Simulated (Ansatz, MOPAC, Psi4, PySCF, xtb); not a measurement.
Two geometries of formic acid, SMILES O=CO, relaxed at B3LYP-D3(BJ)/def2-SVP with one dihedral held; other torsions can differ between them too.

Structure A

```
5

O     -0.8128    -0.5305    -0.1237
C      0.4140     0.0223     0.0129
O      0.6086     1.1986    -0.0060
H     -0.7561    -1.3232    -0.6781
H      1.2304    -0.7350     0.1202
```

Structure B

```
5

O     -0.8095    -0.5328    -0.1357
C      0.4095     0.0267    -0.0080
O      0.5925     1.2051    -0.0270
H     -0.7159    -1.4583    -0.4068
H      1.2300    -0.7258     0.1067
```

Which is lower in energy at the level CCSD(T) on RHF/cc-pVTZ, frozen core // B3LYP-D3(BJ)/def2-SVP (Ansatz, a program for electronic structure), and by how much?

B is lower, by 2.53 kcal/mol (dihedral O3–C2–O1–H4: 140° in A, 160° in B).

E(B) − E(A) in kcal/mol at the other levels, on the same two geometries: B3LYP/def2-TZVP // B3LYP-D3(BJ)/def2-SVP (Psi4) -2.64; B3LYP-D3(BJ)/def2-TZVP // B3LYP-D3(BJ)/def2-SVP (Psi4) -2.64; PBE/def2-TZVP // B3LYP-D3(BJ)/def2-SVP (Psi4) -2.87; PBE-D3(BJ)/def2-TZVP // B3LYP-D3(BJ)/def2-SVP (Psi4) -2.86; wB97X-D/def2-TZVP // B3LYP-D3(BJ)/def2-SVP (Psi4) -2.62; RHF/cc-pVTZ // B3LYP-D3(BJ)/def2-SVP (Ansatz) -2.24; MP2 on RHF/cc-pVTZ, frozen core // B3LYP-D3(BJ)/def2-SVP (Ansatz) -2.65; CCSD on RHF/cc-pVTZ, frozen core // B3LYP-D3(BJ)/def2-SVP (Ansatz) -2.44; PM7, restricted, heats of formation // B3LYP-D3(BJ)/def2-SVP (MOPAC) -0.92; PM3, restricted, heats of formation // B3LYP-D3(BJ)/def2-SVP (MOPAC) -1.21; GFN1-xTB // B3LYP-D3(BJ)/def2-SVP (xtb) -1.96; restricted B3LYP/6-31G*, spherical d // B3LYP-D3(BJ)/def2-SVP (PySCF) -2.74; restricted B3LYP/LANL2DZ // B3LYP-D3(BJ)/def2-SVP (PySCF) -2.30; restricted BP86/6-31G*, spherical d // B3LYP-D3(BJ)/def2-SVP (PySCF) -2.95; restricted Hartree-Fock/6-31G*, spherical d // B3LYP-D3(BJ)/def2-SVP (PySCF) -2.27.
